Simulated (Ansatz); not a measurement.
# C4H12N2: small, medium and large basis sets

An exercise on one series of results from a longer session: the logs are not shown, and one member is left open.

Computed with Ansatz 0.2.0, Gaussian basis. Level: one geometry, several basis sets.

The runs, in order: PBE0-D4/def2-SVP; ωB97M-V/def2-SVP; PBE0-D4/def2-QZVPP; ωB97M-V/def2-QZVPP; the functionals' def2-TZVPP values are taken from earlier runs.

1 further run of the same task is left out (it didn't finish). Runs told in other sessions of the task aren't counted.

## The geometry

The geometry comes from an earlier relaxation with PBE0-D4 in a triple-zeta def2 set; it is a stationary point, not always the lowest conformer.

18 atoms, charge 0, spin multiplicity 1.

Atoms are counted from 1 here; the program's logs count them from 0.

Bond lengths: C1–C2 1.529 Å, C1–H7 1.095 Å, C1–H8 1.092 Å, C1–H9 1.093 Å, C2–C3 1.521 Å, C2–C4 1.521 Å, C2–N5 1.468 Å, C3–H10 1.092 Å, C3–H11 1.092 Å, C3–H12 1.095 Å, C4–H13 1.092 Å, C4–H14 1.091 Å, C4–H15 1.093 Å, N5–N6 1.410 Å, N5–H16 1.016 Å, N6–H17 1.010 Å, N6–H18 1.015 Å. Angles: C2–C1–H7 110.8°, C2–C1–H8 110.6°, C2–C1–H9 111.1°, H7–C1–H8 108.6°, H7–C1–H9 107.7°, H8–C1–H9 107.8°, C1–C2–C3 110.0°, C1–C2–C4 110.0°, C1–C2–N5 112.2°, C3–C2–C4 110.2°, C3–C2–N5 105.9°, C4–C2–N5 108.4°, C2–C3–H10 110.4°, C2–C3–H11 110.6°, C2–C3–H12 111.2°, H10–C3–H11 108.6°, H10–C3–H12 108.3°, H11–C3–H12 107.6° and more.

As a file:

```mol
C4H12N2
  3D, bonds by distance, orders not assigned

 18 17  0  0  0  0  0  0  0  0999 V2000
   -0.4960   -1.3929   -0.0091 C   0  0
    0.2417   -0.0571   -0.1020 C   0  0
    1.7202   -0.2586    0.1947 C   0  0
    0.0601    0.5436   -1.4879 C   0  0
   -0.2383    0.9125    0.8902 N   0  0
   -1.6304    1.1259    0.8227 N   0  0
   -0.3799   -1.8337    0.9866 H   0  0
   -1.5612   -1.2588   -0.2093 H   0  0
   -0.1067   -2.1084   -0.7377 H   0  0
    2.2514    0.6944    0.1492 H   0  0
    2.1677   -0.9424   -0.5293 H   0  0
    1.8684   -0.6874    1.1913 H   0  0
    0.6271    1.4731   -1.5740 H   0  0
   -0.9931    0.7655   -1.6653 H   0  0
    0.4061   -0.1511   -2.2571 H   0  0
    0.0430    0.5974    1.8144 H   0  0
   -1.8248    2.0781    1.0977 H   0  0
   -2.1551    0.4999    1.4249 H   0  0
  1  2  8  0
  2  3  8  0
  2  4  8  0
  2  5  8  0
  5  6  8  0
  1  7  8  0
  1  8  8  0
  1  9  8  0
  3 10  8  0
  3 11  8  0
  3 12  8  0
  4 13  8  0
  4 14  8  0
  4 15  8  0
  5 16  8  0
  6 17  8  0
  6 18  8  0
M  END
```

The first run:

Input file in.yaml:

```yaml
crystal:
  periodic: [false, false, false]
  atoms:
    - {symbol: C, position_ang: [-0.495999, -1.392898, -0.009107]}
    - {symbol: C, position_ang: [0.241674, -0.057132, -0.101997]}
    - {symbol: C, position_ang: [1.720150, -0.258556, 0.194661]}
    - {symbol: C, position_ang: [0.060122, 0.543629, -1.487905]}
    - {symbol: N, position_ang: [-0.238252, 0.912543, 0.890196]}
    - {symbol: N, position_ang: [-1.630413, 1.125873, 0.822689]}
    - {symbol: H, position_ang: [-0.379861, -1.833744, 0.986600]}
    - {symbol: H, position_ang: [-1.561244, -1.258814, -0.209293]}
    - {symbol: H, position_ang: [-0.106718, -2.108421, -0.737661]}
    - {symbol: H, position_ang: [2.251384, 0.694405, 0.149250]}
    - {symbol: H, position_ang: [2.167659, -0.942390, -0.529276]}
    - {symbol: H, position_ang: [1.868429, -0.687413, 1.191325]}
    - {symbol: H, position_ang: [0.627087, 1.473056, -1.574042]}
    - {symbol: H, position_ang: [-0.993131, 0.765511, -1.665279]}
    - {symbol: H, position_ang: [0.406074, -0.151061, -2.257051]}
    - {symbol: H, position_ang: [0.042970, 0.597410, 1.814379]}
    - {symbol: H, position_ang: [-1.824831, 2.078134, 1.097657]}
    - {symbol: H, position_ang: [-2.155081, 0.499877, 1.424865]}
basis:
  gaussian: {orbitals: def2-SVP}
hamiltonian: {xc: pbe0, dispersion: d4}
output: {orbitals: {seedname: orbitals}}
```

Command:

```
ansatz run in.yaml --threads 4 --pin off --events-out ev --progress --plain --max-ram 11315MiB
```

Among the steps run: PBE0-D4 in def2-SVP; ωB97M-V in def2-SVP; PBE0-D4 in def2-QZVPP; ωB97M-V in def2-QZVPP.

One table of the session follows, with a row left open; its other results are not shown here.

It belongs to the step «Functionals by basis». 

| functional | basis | HOMO (eV) | LUMO (eV) |
| --- | --- | --- | --- |
| PBE0-D4 | def2-SVP | -6.39 | 1.54 |
| PBE0-D4 | def2-TZVPP | -6.60 | 0.86 |
| PBE0-D4 | def2-QZVPP | -6.65 | 0.45 |
| ωB97M-V | def2-SVP | -8.79 | 3.17 |
| ωB97M-V | def2-TZVPP | ? | ? |
| ωB97M-V | def2-QZVPP | -9.05 | 1.59 |

Estimate the missing values for ωB97M-V, def2-TZVPP.

**Answer.** HOMO (eV): -9.01; LUMO (eV): 2.26. In the column «HOMO (eV)» it lies between ωB97M-V, def2-QZVPP (-9.05) and ωB97M-V, def2-SVP (-8.79).
